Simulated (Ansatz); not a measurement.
**PH₃O₄: basis-set convergence**

One table from this session's results is given with a row withheld; the runs are named, their logs left out.

Program: Ansatz 0.2.0, Gaussian basis. Level of theory: one geometry, several basis sets. These are calculated values, not measurements.

Plan: PBE0-D4/def2-SVP; ωB97M-V/def2-SVP; PBE0-D4/def2-QZVPP; ωB97M-V/def2-QZVPP; the functionals' def2-TZVPP values are taken from earlier runs.

### The geometry

An earlier PBE0-D4 in a triple-zeta def2 set relaxation fixed the geometry.

SMILES `O=P(O)(O)O`, 8 atoms, charge 0, spin multiplicity 1.

Atoms are counted from 1 here; the program's logs count them from 0.

Bond lengths: O1–P2 1.461 Å, P2–O3 1.584 Å, P2–O4 1.584 Å, P2–O5 1.584 Å, O3–H6 0.963 Å, O4–H7 0.963 Å, O5–H8 0.963 Å. Angles: O1–P2–O3 116.0°, O1–P2–O4 116.0°, O1–P2–O5 116.0°, O3–P2–O4 102.2°, O3–P2–O5 102.2°, O4–P2–O5 102.2°, P2–O3–H6 111.5°, P2–O4–H7 111.5°, P2–O5–H8 111.5°.

Coordinates:

```xyz
8
H3O4P
O    -1.27147    0.44641    0.87301
P    -0.11479    0.04000    0.07909
O     1.24129   -0.15163    0.87410
O     0.31417    1.02974   -1.08033
O    -0.24940   -1.33803   -0.68944
H     1.31258    0.47003    1.60580
H    -0.44870    1.47099   -1.46799
H    -0.78367   -1.96751   -0.19423
```

The first run:

Contents of in.yaml:

```yaml
crystal:
  periodic: [false, false, false]
  atoms:
    - {symbol: O, position_ang: [-1.271474, 0.446408, 0.873009]}
    - {symbol: P, position_ang: [-0.114792, 0.040003, 0.079093]}
    - {symbol: O, position_ang: [1.241288, -0.151630, 0.874098]}
    - {symbol: O, position_ang: [0.314165, 1.029740, -1.080333]}
    - {symbol: O, position_ang: [-0.249404, -1.338025, -0.689444]}
    - {symbol: H, position_ang: [1.312585, 0.470026, 1.605805]}
    - {symbol: H, position_ang: [-0.448695, 1.470989, -1.467995]}
    - {symbol: H, position_ang: [-0.783673, -1.967512, -0.194233]}
basis:
  gaussian: {orbitals: def2-SVP}
hamiltonian: {xc: pbe0, dispersion: d4}
output: {orbitals: {seedname: orbitals}}
```

Steps of the session up to this table: PBE0-D4 in def2-SVP; ωB97M-V in def2-SVP; PBE0-D4 in def2-QZVPP; ωB97M-V in def2-QZVPP.

One table of the session follows, with a row left open; its other results are not shown here.

It belongs to the step «Functionals by basis». 

| functional | basis | HOMO (eV) | LUMO (eV) |
| --- | --- | --- | --- |
| PBE0-D4 | def2-SVP | -8.47 | 0.96 |
| PBE0-D4 | def2-TZVPP | -8.79 | 0.28 |
| PBE0-D4 | def2-QZVPP | -8.86 | -0.09 |
| ωB97M-V | def2-SVP | -10.87 | 2.63 |
| ωB97M-V | def2-TZVPP | -11.23 | 1.74 |
| ωB97M-V | def2-QZVPP | ? | ? |

**Question.** Estimate the row for ωB97M-V, def2-QZVPP.

**Answer.** HOMO (eV): -11.30; LUMO (eV): 1.15. In the column «HOMO (eV)» it is the lowest.
